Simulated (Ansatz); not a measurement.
`FCC(F)(F)F` + CH₄ → `CC(F)(F)CF` + H–F  (formal exchange of groups at a C–F bond)

Gas-phase electronic energies from Ansatz, PBE0-D4/def2-TZVP geometries. CBS: MP2 limit from def2 TZ/QZ plus the TZ coupled-cluster correction, frozen cores. This one scheme is used for every species. DFT in def2-TZVPP. Each species was taken in one conformer, which may not be the lowest.

(1) Is it downhill or uphill in electronic energy at CCSD(T)/CBS, and by how much? (Best estimate.)

(2) What do these levels give: PBE0-D4, ωB97X-V, PBE-QIDH, RPA@PBE/def2-TZVPP, MP2/def2-SVP, HF/def2-TZVPP? (An estimate is asked.)

(3) What do rigid-rotor, harmonic-oscillator terms from PBE0-D4/def2-TZVP frequencies (298.15 K, 1 bar) make of the CCSD(T)/CBS value? (An estimate is asked.)

Largest T1 diagnostic among the species: 0.011.

Results:

(1) Computed: Downhill: ΔE = -16.6 kJ/mol.

(2) Ansatz gave: PBE0-D4 -3.7, ωB97X-V -1.4, PBE-QIDH -6.3, RPA@PBE/def2-TZVPP -8.3, MP2/def2-SVP 7.7, HF/def2-TZVPP 11.4 kJ/mol.

(3) Ansatz gave: ΔZPE = +0.3 kJ/mol, ΔH = -15.4 kJ/mol, ΔS = 0 J/(mol·K), ΔG = -15.3 kJ/mol.

At CCSD(T), def2-SVP lies +27.6 kJ/mol from the extrapolated value and def2-TZVPP +7.6 kJ/mol. In def2-TZVPP, CCSD(T) changes the Hartree–Fock value by −20.4 kJ/mol (the triples alone add −1.1 kJ/mol) and MP2 by −26.5 kJ/mol. The D4 term adds −5.7 kJ/mol with B3LYP and −3.2 kJ/mol with PBE0; it sums over pairs of atoms, weighted by their polarisabilities, and B3LYP, whose exchange is more repulsive, gets the larger term.

B3LYP here is the variant with VWN-RPA as its local correlation; programs differ in this.
